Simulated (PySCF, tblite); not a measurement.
**C3H3F2S radical: geometry, infrared bands and EPR parameters**

Aim: predict the infrared bands and EPR parameters of C3H3F2S radical (`CC(=S)[C](F)F`).

Computed with tblite 0.8.0 and PySCF 2.14.0, with density-fitted response routines of our own, on a single molecule in the gas phase. Atoms are numbered from 0 throughout.

## Step 1: The molecule as given

9 atoms, charge 0, multiplicity 2; geometry from: force field or distance geometry start.

Bonds of the start (Å): C0–C1 1.50, C1–S2 1.69, C1–C3 1.48, C3–F4 1.35, C3–F5 1.34, C0–H6 1.10, C0–H7 1.09, C0–H8 1.09.

## Step 2: Geometry optimisation with GFN2-xTB

The job: settings as JSON, then the geometry in Å.

```
{"job": {"kind": "relax", "xc": "GFN2-xTB", "basis": "xTB"}, "charge": 0, "multiplicity": 2}
C     -1.043600     0.495700    -0.213500
C      0.019500    -0.559400    -0.280100
S     -0.408200    -2.138200    -0.692600
C      1.404800    -0.147800     0.043600
F      2.384800    -1.077100     0.017600
F      1.627700     1.129000     0.375300
H     -1.812500     0.224400     0.520600
H     -1.519400     0.610800    -1.189800
H     -0.639600     1.468600     0.074700
```

On the command line:

```
$ OMP_NUM_THREADS=1 python probes_run.py task.json out
```

This one command runs all jobs of the session in turn.

**Question.** This job is followed by: GFN2-xTB harmonic vibrations, gas phase; UKS B3LYP, pcH-1 on C F H S, non-relativistic, mean-field spin-orbit, GIAO. Predict these results of the whole session: strongest single infrared mode (GFN2-xTB); zero-point energy (GFN2-xTB); g(iso) (B3LYP); ⟨S²⟩; largest a(iso) (averaged by class); potential on the surface of density 0.002 e/bohr³, 1st and 99th percentile; property runs in this session.

The runs gave:

| quantity | value |
| --- | --- |
| strongest single infrared mode (GFN2-xTB) | 1606 cm⁻¹, 406 km/mol |
| zero-point energy (GFN2-xTB) | 33.4 kcal/mol |
| g(iso) (B3LYP) | 2.04290 |
| ⟨S²⟩ | 0.764 (exact 0.75) |
| largest a(iso) (averaged by class) | 19F on F4, F5, 58.6 MHz |
| potential on the surface of density 0.002 e/bohr³, 1st and 99th percentile | -0.94 V and 1.19 V |
| property runs in this session | 1, of which 0 failed and 1 gave unsound results |

**Reading.** Over 21 steps the energy fell by 0.518 eV; of the close pairs, C1–C3 changed most, 1.481 to 1.345 Å. No mode is imaginary among the 21: a minimum at this level. The strongest single mode, at 1606 cm⁻¹, moves mainly C3 and C1. Unscaled tight-binding wavenumbers are off by several per cent, some by more. Its intensities can rank the bands wrongly. S2 carries the largest spin population, 0.72 e. The isotropic g lies 40.6 ppt above the free-electron value. These values are not to be trusted: the run shows nearly degenerate orbitals, where second-order g theory doesn't apply. The conformer search found further structures of the same energy, which may be mirror or relabelled copies of this one.
